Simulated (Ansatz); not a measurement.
# MgO+ (doublet): geometry and frequencies at several levels

Aim: geometry and frequencies at several levels, for MgO+ (doublet), with the cost of each level. Charge +1. Spin multiplicity 2.

Method: the levels named in each step, in Ansatz 0.2.0.

**1. The system as given**

Bond lengths: O1–Mg2 1.820 Å.

As a file:

```xyz
2

O     0.0000    0.0000   -0.0331
Mg    0.0000    0.0000    1.7873
```

**2. Frequencies, PBE0-D4/def2-TZVPP**

input.yaml reads:

```yaml
crystal:
  periodic: [false, false, false]
  atoms:
    - { symbol: O, position_ang: [0.0, 0.0, -0.03310171] }
    - { symbol: Mg, position_ang: [0.0, 0.0, 1.78731171] }
magnetization:
  spin_polarized: true
  initial_magnetization: 1
total_charge: 1
basis:
  gaussian: { orbitals: def2-TZVPP }
hamiltonian:
  xc: pbe0
  dispersion: d4
phonons: {}
```

The run is started by

```bash
ansatz run input.yaml --threads 1 --pin off --max-ram 2560MiB --backend cpu --events-out ev --progress --plain --runs-dir out
```

Further steps of the session: Relaxation, PBE-D4/def2-TZVPP; Frequencies, PBE-D4/def2-TZVPP; Relaxation, r2SCAN-D4/def2-TZVPP; Frequencies, r2SCAN-D4/def2-TZVPP; Relaxation, B3LYP-D4/def2-TZVPP; Frequencies, B3LYP-D4/def2-TZVPP; Relaxation, B2PLYP/def2-TZVPP; Frequencies, B2PLYP/def2-TZVPP.

Before running it: what results should come out? Wanted: O1–Mg2 at B2PLYP/def2-TZVPP; frequencies at B2PLYP/def2-TZVPP.

The runs gave:

| quantity | value |
| --- | --- |
| O1–Mg2 at B2PLYP/def2-TZVPP | 1.825 Å |
| frequencies at B2PLYP/def2-TZVPP | 719 cm⁻¹ |

The O–Mg distance spreads over 0.021 Å, from r2SCAN-D4/def2-TZVPP (shortest) to PBE-D4/def2-TZVPP. No mode is imaginary, so the geometry is a minimum.
